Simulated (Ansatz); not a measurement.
Basis sets compared for AlH2F. Total charge 0; singlet. Geometry PBE0-D4/def2-TZVP. Ansatz on 4 threads of AMD EPYC 9R45 on a shared host; times are rough, and most runs start from earlier orbitals.

Cartesian coordinates in Å:
```
Al -0.033 -0.036 0.026
H -1.113 -0.765 -0.861
H 0.218 -0.270 1.564
F 0.929 1.071 -0.729
```

B3LYP takes the VWN-RPA correlation.

Binding counts from free atoms (Al doublet, H doublet, F doublet) in the same basis, without a counterpoise term.

| level | functions | energy (Eh) | HOMO (eV) | LUMO (eV) | binding per atom (eV) | wall time |
| --- | --- | --- | --- | --- | --- | --- |
| HF/STO-3G | 16 | -338.2273 | -8.83 | 9.22 | 3.06 | 0.05 s |
| HF/6-31G | 26 | -342.5092 | -12.12 | 1.08 | 2.02 | 0.1 s |
| PBE-D4/def2-SVP | 42 | -343.1250 | -7.35 | -2.01 | 3.04 | 0.15 s |
| B3LYP-D4/6-31G | 26 | -343.4864 | -8.61 | -1.68 | 2.77 | 0.15 s |
| PBE0-D4/def2-SVP | 42 | -343.1522 | -8.72 | -1.24 | 2.98 | 0.15 s |

Problem. Estimate the rows for PBE-D4/def2-TZVP, B3LYP-D4/def2-TZVP, PBE0-D4/def2-TZVP.

Solution. 
| level | functions | energy (Eh) | HOMO (eV) | LUMO (eV) | binding per atom (eV) | wall time |
| --- | --- | --- | --- | --- | --- | --- |
| PBE-D4/def2-TZVP | 80 | -343.3430 | -7.45 | -2.14 | 3.04 | 0.2 s |
| B3LYP-D4/def2-TZVP | 80 | -343.6138 | -8.61 | -1.62 | 3.07 | 0.2 s |
| PBE0-D4/def2-TZVP | 80 | -343.3677 | -8.79 | -1.37 | 3.00 | 0.25 s |
